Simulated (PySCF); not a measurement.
# BO: mean field, correlation and small terms against distance

State: ²Σ⁺, doublet, unpaired electrons σ ↑. ROHF-based CCSD(T) in PySCF 2.14 with B cc-pVTZ, O cc-pVTZ and B cc-pVQZ, O cc-pVQZ (frozen core orbitals: 2; no relativity). Correlation energies are extrapolated as n⁻³ (n = 3, 4), Hartree–Fock as (n+1)·exp(−9√n). CV is the change on freezing 0 orbitals instead, in B cc-pwCVTZ, O cc-pwCVTZ. SR is the spin-free X2C energy in B cc-pVTZ-DK, O cc-pVTZ-DK less the non-relativistic one in B cc-pVTZ, O cc-pVTZ. All energies in eV from B + O.

```
 R (Å)  HF/CBS  CCSD corr.      (T)       CV      SR   total
1.0618  -5.144      -1.809  -0.2126  -0.1002  0.0061  -7.260
1.1100  -5.775      -1.899  -0.2400  -0.0833  0.0078  -7.990
1.1583  -6.034      -1.995  -0.2704  -0.0687  0.0090  -8.359
1.2066  -6.014      -2.093  -0.3036  -0.0562  0.0097  -8.457
1.2548  -5.787      -2.194  -0.3398  -0.0454  0.0101  -8.357
1.3152  -5.299      -2.323  -0.3892  -0.0340  0.0102  -8.035
1.3755  -4.662      -2.451  -0.4424  -0.0244  0.0099  -7.570
```

A fit to the total gives Re = 1.2038 Å, De = 8.457 eV, ωe = 1895.8 cm⁻¹, Be = 1.784 cm⁻¹ (masses 11.0093 and 15.9949 u).

At R = 1.2066 Å the CCSD correlation energy is -0.302811 hartree in the smaller basis and -0.322728 in the larger. Extrapolate it.

(4³·E4 − 3³·E3)/(4³ − 3³) = -0.33726 hartree; the larger basis holds 95.7 % of it.

The T1 diagnostic is 0.030. The state was picked by a PBE0 search and need not be the measured ground state. Spin–orbit coupling, excitations beyond (T) and corrections to the Born–Oppenheimer picture are left out.
